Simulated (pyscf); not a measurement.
HO–SiH₂–PH₂ -> H₃Si–O–PH₂, a concerted two-bond exchange (singlet surface; P–Si, H–O broken, O–P, H–Si formed). Structures and frequencies: ωB97X-D3(BJ)/def2-SVP in PySCF. MP2 and CC: frozen core, UHF for open shells. ΔMP2 is the change of the MP2 total energy from the triple- to the quadruple-zeta basis. Energies in kJ/mol from the reactant's lowest minimum found.

Small-basis levels: PySCF, no dispersion term, spherical d functions. AM1 to PM7: differences of heats of formation from MOPAC, which are fitted to 298 K values and so differ in kind from electronic energies by zero-point and thermal terms. Cost: rough CPU time at the saddle relative to B3LYP/6-31G*, from one job on a shared machine.

```csv
level,barrier,reaction energy,cost
BP86/6-31G*,375.4,+36.0,1
PBE/6-31G*,374.5,+40.5,1
B3LYP/STO-3G,488.9,+7.7,0.6
B3LYP/3-21G,424.4,+36.8,0.7
B3LYP/6-31G*,[?],+24.5,1
M06-2X/6-31G*,467.0,+21.0,2
B3LYP/def2-SVP,445.1,+29.3,1
PM6,362.4,+350.3,under 0.02
PM7,[?],+144.4,under 0.02
CCSD(T)/def2-TZVPP + ΔMP2(QZVPP),[?],+31.1,–
```

**Question.** What belongs in the gaps?

**Answer.** 
- B3LYP/6-31G*, barrier: 428.5
- PM7, barrier: 371.4
- CCSD(T)/def2-TZVPP + ΔMP2(QZVPP), barrier: 453.1

Against the last row the barrier runs from -90.7 (PM6) to +35.8 kJ/mol (B3LYP/STO-3G). CCSD(T)/def2-TZVPP + ΔMP2(QZVPP) has limits of its own. On the product side the descent ends in a point that may be a rotor saddle (no frequency run), 4.7 kJ/mol over the lowest minimum found and 453.7 kJ/mol under the saddle at ωB97X-D3(BJ)/def2-TZVP. At ωB97X-D3(BJ)/def2-TZVP the barrier from the zero used here is 491.1 kJ/mol. The same reactants have a lower exit, to H₂Si=PH + H₂O (highest point, the separated products, at +235.5 kJ/mol at ωB97M-D3(BJ)/def2-TZVP, against +476.9 kJ/mol here). This is the saddle that the search found; another between the same sides may lie lower. One closed-shell reference is unstable to symmetry breaking; treat the single-reference values with care. The CCSD(T) − MP2 part came from Ansatz, without density fitting, on the same reference.
